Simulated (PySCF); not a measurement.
## `InChI=1S/C5H11Cl/c1-5(2)3-4-6/h5H,3-4H2,1-2H3`

Cartesian coordinates in Å; atom numbers follow the order of the lines, from 1:
```xyz
17

C    -0.6186    1.5376    0.6780
C    -0.5413    0.5479   -0.4784
C    -1.7748   -0.3453   -0.5279
C     0.7256   -0.3083   -0.4326
C     2.0369    0.4454   -0.3758
Cl    2.2435    1.5650   -1.7626
H    -1.5550    2.1150    0.6367
H    -0.5923    1.0177    1.6511
H     0.2095    2.2620    0.6537
H    -0.5009    1.1295   -1.4164
H    -1.7349   -1.0415   -1.3804
H    -2.6952    0.2509   -0.6248
H    -1.8650   -0.9485    0.3914
H     0.6928   -0.9596    0.4617
H     0.7387   -0.9816   -1.3060
H     2.8907   -0.2450   -0.4033
H     2.1213    1.0577    0.5325
```

Theory: PySCF, quadratic response CAM-B3LYP/def2-TZVPD first hyperpolarisability, Taylor convention, gas phase. Geometry: PBE0-D3(BJ)/def2-SVP.

Problem. What is the first hyperpolarisability, and how does it disperse?

Solution. In au, Taylor convention; the vector part is βᵢ = ⅓ Σⱼ (βᵢⱼⱼ + βⱼᵢⱼ + βⱼⱼᵢ); β∥ is 3/5 of the vector part along the dipole, the dipole points from − to +:
| process | λ (nm) | β vector norm | β∥ | β HRS | depolarisation ratio |
| --- | --- | --- | --- | --- | --- |
| static β(0;0,0) | ∞ | 21.8 | -12.4 | 22.2 | 1.77 |
| second harmonic β(−2ω;ω,ω) | 1907 | 22.5 | -12.8 | 23.0 | 1.76 |
| Pockels β(−ω;ω,0) | 1907 | 22.0 | -12.6 | – | – |
| second harmonic β(−2ω;ω,ω) | 1064 | 24.1 | -13.5 | 25.0 | 1.75 |
| Pockels β(−ω;ω,0) | 1064 | 22.5 | -12.8 | – | – |

Problem. Which lowest excitations, dipole and polarisabilities go with it?

Solution. S1 7.21 eV (f = 0.004); S2 7.29 eV (f = 0.004); S3 7.74 eV (f = 0.019); dipole 1.93 D; isotropic α 77.7 au static, 77.9 au at 1907 nm, 78.3 au at 1064 nm, 78.4 au at 953.5 nm, 80.0 au at 532 nm.
